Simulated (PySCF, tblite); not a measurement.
# alane and chloride

A gas-phase complex of alane and chloride; charge -1, singlet. The structure comes from a short search (6 tight-binding starts) and was relaxed by PBE0-D3(BJ)/def2-TZVPD; another way of binding may lie lower. Frequencies by PBE0-D3(BJ)/def2-TZVPD show no clear imaginary mode.

Parts: 1 = alane ([AlH3]), atoms 1–4; 2 = chloride ([Cl-]), atoms 5, charge -1.

```tsv
atom	part	x (Å)	y (Å)	z (Å)
Al1	1	-0.254	-0.388	-0.173
H2	1	-1.217	0.851	0.265
H3	1	0.577	-0.053	-1.531
H4	1	0.732	-0.840	1.041
Cl5	2	-1.585	-2.133	-0.630
```

Contacts between parts, classed by geometry: Al1···Cl5 2.242 Å (bond).

The parts are joined by the bond Al1–Cl5, so these are energies of forming such bonds; deforming the relaxed parts to their shape in the adduct costs 14.1 kcal/mol, which the interaction energies leave out.

Interaction energies are complex less parts, with the parts frozen as they stand in it; counterpoise-corrected, in kcal/mol (PySCF). The CCSD(T) estimate is Hartree-Fock/aug-cc-pVQZ, plus the MP2 correlation part extrapolated as X⁻³ from aug-cc-pVTZ and aug-cc-pVQZ, plus CCSD(T) less MP2 in aug-cc-pVDZ; noble-gas cores are frozen. It isn't the exact limit.

```csv
level,interaction,superposition error removed
Hartree-Fock/aug-cc-pVQZ,-64.18,-
wB97M-D3(BJ)/def2-TZVPD,-66.12,-0.14
PBE0-D3(BJ)/def2-TZVPD,-67.83,-0.16
MP2/aug-cc-pVQZ,-68.01,-0.59
```

Q: What does CCSD(T) at its estimated basis limit give, and which of these levels comes nearest?

A: -67.49 kcal/mol. PBE0-D3(BJ)/def2-TZVPD is nearest, off by -0.34; the errors are Hartree-Fock/aug-cc-pVQZ +3.31, wB97M-D3(BJ)/def2-TZVPD +1.37, PBE0-D3(BJ)/def2-TZVPD -0.34, MP2/aug-cc-pVQZ -0.52.

Q: What holds them together? Decompose the wB97M-D3(BJ)/def2-TZVPD energy: frozen parts, their antisymmetrised product, then relaxation.

A: electrostatic -80.7, Pauli repulsion +69.2, orbital relaxation -53.9, dispersion correction -1.0 kcal/mol, which sum to the value before the counterpoise correction; the Pauli term holds the exchange-correlation of the frozen density too. Of the attraction, 60 % is electrostatic, 40 % is orbital relaxation, 1 % is dispersion correction.

The parts were also relaxed and run alone, at the levels used for the complex: shieldings by PBE0/aug-pcSseg-2; core levels by delta-SCF with SCAN, aug-pcX-2 on the ionised atom and aug-pcseg-1 elsewhere, spin-free X2C (2p3/2 is the spin-free 2p value less a third of a first-order spin-orbit splitting).

Values alone: shielding of Al1 (ppm): 277.5; shielding of Cl5 (ppm): 1149.3; Al1 2p3/2 core level (eV): 81.02; Cl5 2p3/2 core level (eV): 196.90.

Q: What does binding change?

A: 
| property | alone | in the complex | change |
| --- | --- | --- | --- |
| shielding of Al1 (ppm) | 277.5 | 441.7 | +164.2 |
| shielding of Cl5 (ppm) | 1149.3 | 1053.8 | -95.5 |
| Al1 2p3/2 core level (eV) | 81.02 | 74.43 | -6.59 |
| Cl5 2p3/2 core level (eV) | 196.90 | 199.94 | +3.04 |

Q: What are the binding energy from relaxed parts (wB97M-D3(BJ)/def2-TZVPD), and ΔH and ΔG of association at 298.15 K and 1 atm?

A: -52.01 kcal/mol, -50.77 with zero-point energy; ΔH -51.8 and ΔG -44.5 kcal/mol, from harmonic vibrations by PBE0-D3(BJ)/def2-TZVPD with low modes damped.
